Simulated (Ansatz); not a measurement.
# BClH2O (built from SMILES OBCl): one structure at several levels

How do the functionals fare away from a minimum? The structure is a displaced guess of a reacting structure.

Method: single points in def2-TZVPP; program: Ansatz 0.2.0, Gaussian basis.

Correlated methods freeze the cores.

**1. The system as given**

5 atoms, charge 0, spin multiplicity 1.

Atoms are counted from 1 here; the program's logs count them from 0.

Bond lengths: B1–O3 1.248 Å, B1–H4 1.255 Å, B1–Cl5 1.690 Å. Angles: O3–B1–H4 63.9°, O3–B1–Cl5 141.1°, H4–B1–Cl5 154.9°.

As a file:

```csv
atom,x (Å),y (Å),z (Å)
B1,-0.10320,0.11160,-0.26900
H2,0.58400,0.03040,1.02930
O3,-0.45220,-1.07690,-0.42140
H4,0.22500,-0.68180,0.64580
Cl5,-0.21910,1.62360,-1.01570
```

**2. CCSD(T)/def2-TZVPP**

The input, run/in.yaml:

```yaml
crystal:
  periodic: [false, false, false]
  atoms:
    - {symbol: B, position_ang: [-0.103200, 0.111600, -0.269000]}
    - {symbol: H, position_ang: [0.584000, 0.030400, 1.029300]}
    - {symbol: O, position_ang: [-0.452200, -1.076900, -0.421400]}
    - {symbol: H, position_ang: [0.225000, -0.681800, 0.645800]}
    - {symbol: Cl, position_ang: [-0.219100, 1.623600, -1.015700]}
basis:
  gaussian: {orbitals: def2-TZVPP}
correlation: {method: ccsd_t}
output: {forces: true}
```

No record of the launch command was kept for these runs.

**3. PBE0-D4/def2-TZVPP**

run/in.yaml: that of step 2 with these lines changed.

```diff
@@ -10,3 +10,3 @@
   gaussian: {orbitals: def2-TZVPP}
-correlation: {method: ccsd_t}
-output: {forces: true}
+hamiltonian: {xc: pbe0, dispersion: d4}
+output: {forces: true, orbitals: {seedname: orbitals}}
```

**4. wB97M-V/def2-TZVPP**

run/in.yaml: that of step 3 with these lines changed.

```diff
@@ -10,3 +10,3 @@
   gaussian: {orbitals: def2-TZVPP}
-hamiltonian: {xc: pbe0, dispersion: d4}
-output: {forces: true, orbitals: {seedname: orbitals}}
+hamiltonian: {xc: {name: wB97M-V}}
+output: {forces: true}
```

**5. r2SCAN-D4/def2-TZVPP**

run/in.yaml: that of step 4 with these lines changed.

```diff
@@ -10,3 +10,3 @@
   gaussian: {orbitals: def2-TZVPP}
-hamiltonian: {xc: {name: wB97M-V}}
+hamiltonian: {xc: r2scan, dispersion: d4}
 output: {forces: true}
```

**6. PBE-D4/def2-TZVPP**

run/in.yaml: that of step 5 with these lines changed.

```diff
@@ -10,3 +10,3 @@
   gaussian: {orbitals: def2-TZVPP}
-hamiltonian: {xc: r2scan, dispersion: d4}
+hamiltonian: {xc: pbe, dispersion: d4}
 output: {forces: true}
```

**7. CAM-B3LYP-D4/def2-TZVPP**

run/in.yaml: that of step 6 with these lines changed.

```diff
@@ -10,3 +10,3 @@
   gaussian: {orbitals: def2-TZVPP}
-hamiltonian: {xc: pbe, dispersion: d4}
+hamiltonian: {xc: {name: CAM-B3LYP}, dispersion: d4}
 output: {forces: true}
```

**8. BHLYP-D4/def2-TZVPP**

run/in.yaml: that of step 7 with these lines changed.

```diff
@@ -10,3 +10,3 @@
   gaussian: {orbitals: def2-TZVPP}
-hamiltonian: {xc: {name: CAM-B3LYP}, dispersion: d4}
+hamiltonian: {xc: {name: BHLYP}, dispersion: d4}
 output: {forces: true}
```

(Steps that only read results are left out.)

What does the calculation give? Wanted: energy less free atoms, CCSD(T)/def2-TZVPP; RMS force component; RMS force error; HOMO and LUMO, PBE0-D4; T1 diagnostic.

**Answer**, as computed:

| quantity | value |
| --- | --- |
| energy less free atoms, CCSD(T)/def2-TZVPP | -1546.2 kJ/mol |
| RMS force component | 0.733 to 1.180 eV/Å over the methods |
| RMS force error | PBE0-D4 0.233, wB97M-V 0.232, r2SCAN-D4 0.143, PBE-D4 0.180, CAM-B3LYP-D4 0.324, BHLYP-D4 0.544 eV/Å |
| HOMO and LUMO, PBE0-D4 | -8.61 and -0.21 eV |
| T1 diagnostic | 0.015 |

In words: Against CCSD(T) the functionals' energies less atoms differ by -129.5 to +30.9 kJ/mol, PBE-D4 by -129.5 kJ/mol. A larger basis would deepen the CCSD(T) value, while the functionals are nearly converged already, so the order here is not reliable. For forces r2SCAN-D4 does best and BHLYP-D4 worst. Frozen-core CCSD(T) forces in triple zeta carry basis errors of their own, and this is one geometry, so small gaps rank nothing.
